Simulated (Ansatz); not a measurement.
Input file:

```yaml
crystal:
  periodic: [false, false, false]
  atoms:
    - {symbol: O, position_ang: [0.076315, 0.034989, 1.912210]}
    - {symbol: B, position_ang: [-0.088559, 0.060902, 0.718660]}
    - {symbol: Si, position_ang: [-0.011939, -0.092612, -1.316621]}
    - {symbol: H, position_ang: [0.071170, 1.371953, -1.374774]}
basis:
  gaussian: {orbitals: cc-pVDZ}
magnetization: {spin_polarized: true, initial_magnetization: 0}
correlation: {method: ccsdt_q, electrons: outside_noble_gas}
```

```sh
$ ansatz run in.yaml --threads 1 --pin off --events-out ev --progress --plain --max-ram 2393MiB
```

Log:

```
923 factors; integrals over basis functions are off by at most 1.8e-7 eV
mean field evaluation 1: about -10582.1397 eV, gradient 3.0e1 eV
mean field evaluation 2: about -10582.1891 eV, gradient 3.0e1 eV
mean field evaluation 4: about -10586.5043 eV, gradient 2.1e0 eV
mean field evaluation 8: about -10586.5660 eV, gradient 1.3e-1 eV
mean field evaluation 16: about -10586.6232 eV, gradient 4.6e-1 eV
mean field evaluation 32: about -10586.5619 eV, gradient 6.0e-1 eV
mean field evaluation 64: about -10586.5703 eV, gradient 1.2e0 eV
mean field evaluation 96: about -10585.1240 eV, gradient 1.6e0 eV
mean field evaluation 128: about -10583.7541 eV, gradient 7.0e0 eV
mean field evaluation 160: about -10585.1802 eV, gradient 3.3e-1 eV
...
mean field -10586.65826582 eV, -389.0525153743 hartree, gradient 2.1e-6 eV, S^2 0.389143; 7 other end points of the search recorded, 0 dependent functions left out
determinant -10586.65826582 eV, -389.0525153743 hartree, with singles and doubles -10596.38457619 eV, -389.4099506875 hartree
determinant -10585.17802698 eV, -388.9981176001 hartree, with singles and doubles -10594.81349494 eV, -389.3522145166 hartree
determinant -10586.56626441 eV, -389.0491343848 hartree, with singles and doubles -10596.48445776 eV, -389.4136212675 hartree
7 core orbitals not correlated: weight in the atoms' cores, before any rotation towards them, 1.000 or more for the frozen orbitals, at most 0.000 for the correlated occupied ones
reference -10586.65826582 eV, -389.0525153743 hartree; 7, 7 occupied and 37, 37 virtual orbitals, 923 factors
second order -8.99100982 eV of doubles, -0.00000000 eV of singles
...
cycle  18  -10.21273861 eV  change   -1.1e-5 eV  update   1.8e-5
cycle  19  -10.21274937 eV  change   -1.1e-5 eV  update   1.2e-5
cycle  20  -10.21274425 eV  change    5.1e-6 eV  update   7.6e-6
cycle  21  -10.21274145 eV  change    2.8e-6 eV  update   4.7e-6
cycle  22  -10.21273973 eV  change    1.7e-6 eV  update   3.7e-6
cycle  23  -10.21273541 eV  change    4.3e-6 eV  update   2.7e-6
cycle  24  -10.21273037 eV  change    5.0e-6 eV  update   1.9e-6
cycle  25  -10.21272747 eV  change    2.9e-6 eV  update   1.2e-6
cycle  26  -10.21272605 eV  change    1.4e-6 eV  update   7.2e-7
cycle  27  -10.21272532 eV  change    7.3e-7 eV  update   4.1e-7
perturbative correction -0.03901056 eV, -0.0014336116 hartree
Total energy: -10596.91000170 eV, -389.4292597190 hartree
```

The determinant's ⟨S²⟩ is 0.39 against 0.00 for a pure state. The T1 diagnostic is 0.080.

For the same geometry and basis RCCSDT(Q) lies 0.0 meV higher.

Ran on 1 thread of Arm Neoverse V1, shared host: 3.4 min wall, 0.79 GiB peak host memory.
